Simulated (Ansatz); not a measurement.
# NH₃F (doublet): from Hartree-Fock to the top rungs at distance N1–H4 along a hydrogen transfer = 1.176 Å, cc-pVDZ

How much of the correlation energy of NH₃F (doublet) does each wave-function method recover here?

Method: cc-pVDZ, core rule «outside noble gas», up to 2 orbitals frozen; program: Ansatz 0.2.0, Gaussian basis.

Plan: UHF; CCSD(T) on ROHF; CCSD(T) on UHF; BCCD(T) on ROHF; CISD; CCSDT(Q) on ROHF; CCSDT(Q) on UHF; CASSCF and MRCISD+Q, 3 electrons in 3 orbitals; CASSCF and NEVPT2, 3 electrons in 3 orbitals; CASSCF and NEVPT2, 15 electrons in 11 orbitals.

11 further runs of the same task are left out: 1 for a known fault of the program, 2 for a mislabelled method, 6 that didn't finish, 2 set aside as unsound or not needed.

## 1. What is computed

The geometry derives from fragments relaxed apart (PBE0/def2-TZVP) and kept rigid, so it is no stationary point. A hydrogen atom is moved between rigid fragments.

5 atoms, charge 0, spin multiplicity 2.

Atoms are counted from 1 here; the program's logs count them from 0.

Bond lengths: N1–H2 1.012 Å, N1–H3 1.012 Å, N1–H4 1.176 Å, H4–F5 0.966 Å. Angles: H2–N1–H3 107.1°, H2–N1–H4 107.1°, H3–N1–H4 107.1°, N1–H4–F5 180.0°.

As a file:

```
N    -1.1458   -0.0158   -0.0246
H    -1.4430    0.9520   -0.0246
H    -1.4430   -0.4181    0.8556
H     0.0302   -0.0158   -0.0246
F     0.9962   -0.0158   -0.0246
```

## 2. UHF

in.yaml reads:

```yaml
crystal:
  periodic: [false, false, false]
  atoms:
    - {symbol: N, position_ang: [-1.145764, -0.015822, -0.024626]}
    - {symbol: H, position_ang: [-1.443044, 0.952012, -0.024625]}
    - {symbol: H, position_ang: [-1.443043, -0.418121, 0.855634]}
    - {symbol: H, position_ang: [0.030236, -0.015821, -0.024626]}
    - {symbol: F, position_ang: [0.996236, -0.015821, -0.024626]}
basis:
  gaussian: {orbitals: cc-pVDZ}
magnetization: {spin_polarized: true, initial_magnetization: 1}
hamiltonian: {xc: hf}
output: {orbitals: {seedname: orbitals}}
```

Launch:

```
ansatz run in.yaml --threads 1 --pin off --events-out ev --progress --plain --max-ram 2393MiB
```

Further steps of the session: CCSD(T) on ROHF; CCSD(T) on UHF; BCCD(T) on ROHF; CISD; CCSDT(Q) on ROHF; CCSDT(Q) on UHF; CASSCF and MRCISD+Q, 3 electrons in 3 orbitals; CASSCF and NEVPT2, 3 electrons in 3 orbitals; CASSCF and NEVPT2, 15 electrons in 11 orbitals.

Q: Predict the results of all the runs planned. Wanted: UCCSDT(Q) below the RHF energy; RMP2 from UCCSDT(Q); UMP2 from UCCSDT(Q); RCCSD from UCCSDT(Q); RCCSD(T) from UCCSDT(Q); UCCSD(T) from UCCSDT(Q); RCCSDT(Q) from UCCSDT(Q); NEVPT2 pair from UCCSDT(Q); MRCISD+Q pair from UCCSDT(Q).

As calculated:

| quantity | value |
| --- | --- |
| UCCSDT(Q) below the RHF energy | -10.6693 eV |
| RMP2 from UCCSDT(Q) | +833.5 meV |
| UMP2 from UCCSDT(Q) | +823.1 meV |
| RCCSD from UCCSDT(Q) | +201.1 meV |
| RCCSD(T) from UCCSDT(Q) | +34.9 meV |
| UCCSD(T) from UCCSDT(Q) | +33.7 meV |
| RCCSDT(Q) from UCCSDT(Q) | +1.7 meV |
| NEVPT2 pair from UCCSDT(Q) | +827.4 meV |
| MRCISD+Q pair from UCCSDT(Q) | +138.2 meV |
| NEVPT2 valence from UCCSDT(Q) | +1227.9 meV |
| levels within 1 kcal/mol (43 meV) | RCCSD(T), UCCSD(T), BCCD(T), RCCSDT, UCCSDT, RCCSDT(Q) |
| T1 diagnostic | 0.032 |
| effectively unpaired electrons | 1.01 |

What this shows: RCCSD(T) misses by +34.9 meV, 0.3 % of the correlation energy. One determinant dominates. Of the multireference levels listed MRCISD+Q pair comes nearest in total energy (+138.2 meV), which doesn't show that its space is the better one. These misses are within one basis, not against nature; the frozen cores of restricted and unrestricted runs differ, which can shift their rows.
